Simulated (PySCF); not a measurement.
# CH2O2 (formic acid): levels of theory compared

Wanted: a comparison of 5 runs (HF/def2-SVP, HF/cc-pVTZ, B3LYP/6-31G*, PBE/cc-pVTZ, MP2/def2-SVP) of CH2O2 (formic acid). The job is set up through a Python script.

The calculation is run with PySCF 2.14.0.

## (1) The molecule

CH2O2: 5 atoms, total charge 0, spin state singlet. SMILES: `O=CO`. Geometry: relaxed at PBE0-D4/def2-TZVP. This is one conformer, not always the lowest.

Bond lengths: O1–C2 1.194 Å, C2–O3 1.335 Å, C2–H4 1.099 Å, O3–H5 0.969 Å. Angles: O1–C2–O3 125.1°, O1–C2–H4 125.1°, O3–C2–H4 109.8°, C2–O3–H5 107.3°.

## (2) Energy and forces at HF/def2-SVP (run 1)

input.py

```python
# O=CO
from pyscf import gto, scf

mol = gto.M(
    atom=[
    ('O', (-0.387130, -0.425720, 1.205310)),
    ('C', (-0.230880, -0.347230, 0.024010)),
    ('O', (0.456980, 0.613310, -0.598030)),
    ('H', (-0.631770, -1.055030, -0.715060)),
    ('H', (0.792790, 1.214660, 0.083770)),
],
    verbose=4,
    spin=0,
    basis='def2-svp',
    max_memory=1860,
)

hf = scf.RHF(mol)
hf.conv_tol = 1e-10
hf.kernel()
if not hf.converged:
    hf = hf.newton().run(hf.mo_coeff, hf.mo_occ)

energy = hf.e_tot
print('E(%s) = %.9f' % ('HF', energy))
grad = hf.nuc_grad_method().kernel()
dip = hf.dip_moment()
pop, q = hf.mulliken_pop()
```

Command:

```bash
OMP_NUM_THREADS=1 python input.py
```

The log of the run:

```text
PySCF version 2.14.0

[... 61 lines left out ...]
converged SCF energy = -188.619687293253
[... 12 lines left out ...]
Dipole moment(X, Y, Z, Debye):  0.52204,  0.60161, -1.42083
[... 58 lines left out ...]
charge of    4H =      0.21805
```

It took 2.1 s on 1 thread of Arm Neoverse N1, shared host; peak memory 0.12 GiB.

## (3) Energy and forces at HF/cc-pVTZ (run 2)

calc.py

```python
import pyscf.grad
from pyscf import gto

molecule = gto.Mole()
molecule.atom = '''
O       -0.387130      -0.425720       1.205310
C       -0.230880      -0.347230       0.024010
O        0.456980       0.613310      -0.598030
H       -0.631770      -1.055030      -0.715060
H        0.792790       1.214660       0.083770
'''
molecule.max_memory = 1860
molecule.charge = 0
molecule.verbose = 3
molecule.basis = 'cc-pvtz'
molecule.build()

calc0 = molecule.RHF()
calc0.conv_tol = 1e-10
calc0.kernel()
if not calc0.converged:
    calc0 = calc0.newton().run(calc0.mo_coeff, calc0.mo_occ)

e_final = calc0.e_tot
print('E = %.10f Eh' % e_final)
grad = calc0.Gradients().kernel()
calc0.analyze()
```

Command:

```bash
OMP_NUM_THREADS=1 python calc.py
```

The log of the run:

```text
converged SCF energy = -188.84183963733
[... 27 lines left out ...]
MO #18  energy= 0.42648167311655   occ= 0
[... 19 lines left out ...]
MO #38  energy= 1.43747670200335   occ= 0
[... 19 lines left out ...]
MO #58  energy= 3.01510180799891   occ= 0
[... 19 lines left out ...]
MO #78  energy= 4.23248026680242   occ= 0
[... 19 lines left out ...]
MO #98  energy= 6.45675292494403   occ= 0
[... 19 lines left out ...]
MO #118 energy= 13.8572417453905   occ= 0
[... 6 lines left out ...]
Dipole moment(X, Y, Z, Debye):  0.52962,  0.60191, -1.50432
```

It took 15 s on 1 thread of Arm Neoverse N1, shared host; peak memory 0.31 GiB.

## (4) Energy and forces at B3LYP/6-31G(d) (Cartesian functions) (run 3)

run.py

```python
from pyscf import gto, dft

molecule = gto.M(
    atom='''
O       -0.387130      -0.425720       1.205310
C       -0.230880      -0.347230       0.024010
O        0.456980       0.613310      -0.598030
H       -0.631770      -1.055030      -0.715060
H        0.792790       1.214660       0.083770
''',
    charge=0,
    max_memory=1860,
    cart=True,
    verbose=3,
    spin=0,
    basis='6-31g*',
)

ks = dft.RKS(molecule, xc='b3lyp')
ks.conv_tol = 1e-10
ks.grids.level = 5
ks.kernel()
if not ks.converged:
    ks = ks.newton().run(ks.mo_coeff, ks.mo_occ)

e_tot = ks.e_tot
print('Final energy', e_tot)
grad = ks.nuc_grad_method().kernel()
ks.analyze()
```

Command:

```bash
OMP_NUM_THREADS=1 python run.py
```

The log of the run:

```text
converged SCF energy = -189.755053680638
[... 13 lines left out ...]
MO #4   energy= -1.122550029094    occ= 2
[... 8 lines left out ...]
MO #13  energy= 0.00438040763148617 occ= 0
[... 8 lines left out ...]
MO #22  energy= 0.765716170823949  occ= 0
[... 8 lines left out ...]
MO #31  energy= 1.39334051079416   occ= 0
[... 8 lines left out ...]
MO #40  energy= 2.32987776081446   occ= 0
[... 8 lines left out ...]
MO #49  energy= 4.15881230336177   occ= 0
[... 6 lines left out ...]
Dipole moment(X, Y, Z, Debye):  0.58315,  0.73844, -1.09276
```

Run time: 12 s. Hardware: 1 thread of Arm Neoverse N1, shared host; peak memory 0.51 GiB.

Run 4 isn't shown in full; the table further down has it.

## (5) Energy and gradient at MP2/def2-SVP (run 5)

calc.py

```python
import pyscf.grad
from pyscf import gto, mp

mol = gto.M(
    atom=[
    ('O', (-0.387130, -0.425720, 1.205310)),
    ('C', (-0.230880, -0.347230, 0.024010)),
    ('O', (0.456980, 0.613310, -0.598030)),
    ('H', (-0.631770, -1.055030, -0.715060)),
    ('H', (0.792790, 1.214660, 0.083770)),
],
    max_memory=1860,
    verbose=3,
    basis='def2-svp',
)

calc0 = mol.RHF()
calc0.conv_tol = 1e-10
calc0.kernel()
if not calc0.converged:
    calc0 = calc0.newton().run(calc0.mo_coeff, calc0.mo_occ)

pt = mp.MP2(calc0, frozen=3).run()
etot = pt.e_tot
print(f'total energy: {etot:.8f} hartree')
grad = pt.Gradients().kernel()
calc0.analyze()
```

Command:

```bash
OMP_NUM_THREADS=1 python calc.py
```

The log of the run:

```text
converged SCF energy = -188.619687293253
[... 18 lines left out ...]
MO #7   energy= -0.727178455935086 occ= 2
[... 8 lines left out ...]
MO #16  energy= 0.372194231140087  occ= 0
[... 8 lines left out ...]
MO #25  energy= 1.21308498814402   occ= 0
[... 8 lines left out ...]
MO #34  energy= 1.88148214032717   occ= 0
[... 8 lines left out ...]
MO #43  energy= 2.98924063564952   occ= 0
[... 8 lines left out ...]
MO #52  energy= 4.16980336871686   occ= 0
[... 6 lines left out ...]
Dipole moment(X, Y, Z, Debye):  0.52204,  0.60161, -1.42083
```

Run time: 3 s. Hardware: 1 thread of Arm Neoverse N1, shared host; peak memory 0.19 GiB.

## (6) Overview of the runs

| run | level | Cartesian functions | integration grid | energy (Eh) | dipole moment (D) of the reference | HOMO energy (eV) | LUMO energy (eV) | wall time |
| --- | --- | --- | --- | --- | --- | --- | --- | --- |
| 1 | HF/def2-SVP | no | – | -188.619687 | 1.63 | -12.84 | 4.72 | 2.1 s |
| 2 | HF/cc-pVTZ | no | – | -188.841840 | 1.70 | -12.83 | 4.01 | 15 s |
| 3 | B3LYP/6-31G* (Cartesian functions) | yes | 5 | -189.755054 | 1.44 | -7.92 | 0.12 | 12 s |
| 4 | PBE/cc-pVTZ | no | 5 | -189.636296 | 1.50 | -6.76 | -1.17 | 42 s |
| 5 | MP2/def2-SVP | no | – | -189.116372 | 1.63 | -12.84 | 4.72 | 3 s |

## (7) Results

```
                                          quantity          value
                               run 5: total energy  -189.11637 Eh
       run 5: dipole moment (Hartree–Fock density)         1.63 D
        run 5: HOMO energy (Hartree–Fock orbitals)      -12.84 eV
        run 5: LUMO energy (Hartree–Fock orbitals)        4.72 eV
      run 5: HOMO–LUMO gap (Hartree–Fock orbitals)       17.56 eV
run 5: correlation energy (3 core orbitals frozen)     -496.7 mEh
                   run 5: largest force on an atom     0.961 eV/Å
```

Over runs 1, 2, 3, 4 the dipole moment (its size) runs from 1.44 D (B3LYP/6-31G*) to 1.70 D (HF/cc-pVTZ). The two ends differ in method and basis. Over runs 1, 2, 3, 4 the HOMO–LUMO gap runs from 5.58 eV (PBE/cc-pVTZ) to 17.56 eV (HF/def2-SVP). Totals of different functionals can't be ranked against each other. All runs together took 74 s, the longest 42 s.
